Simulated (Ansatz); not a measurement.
Reaction (substitution at a C–C bond): `C=CC(F)S` + CH₃NH₂ → `C=CNC` + `FCS`

Isolated molecules relaxed with PBE0-D4/def2-TZVP in Ansatz; ΔE leaves out vibrations. CCSD(T)/CBS is the MP2 limit (def2-TZVPP, def2-QZVPP) plus CCSD(T) − MP2 in def2-TZVPP, frozen cores. DFT in def2-TZVPP. One conformer a species, not always the lowest.

```tsv
level	ΔE (kJ/mol)	difference from CCSD(T)/CBS
PBE0-D4	4.1	-11.2
ωB97X-V	8.0	-7.3
ωB97M-V	10.2	-5.1
PBE	-1.1	-16.4
PBE0	2.3	-13.0
MP2/def2-TZVPP	13.9	-1.4
SCS-MP2/def2-TZVPP	13.3	-2.0
HF/def2-QZVPP	6.2	-9.1
SCS-MP2/def2-QZVPP	13.5	-1.8
HF/CBS(def2)	6.1	-9.2
CCSD(T)/CBS	15.3	0
```

Largest T1 diagnostic among the species: 0.012.

In def2-TZVPP, CCSD(T) changes the Hartree–Fock value by +7.9 kJ/mol (the triples alone add +0.5 kJ/mol) and MP2 by +7.3 kJ/mol. The D4 term adds +3.3 kJ/mol with B3LYP and +1.8 kJ/mol with PBE0; it sums over pairs of atoms, weighted by their polarisabilities, and B3LYP, whose exchange is more repulsive, gets the larger term. From PBE to PBE0 (25 % exact exchange), in def2-TZVPP and without D4, ΔE moves by +3.4 kJ/mol.

B3LYP here is the variant with VWN-RPA as its local correlation; programs differ in this.
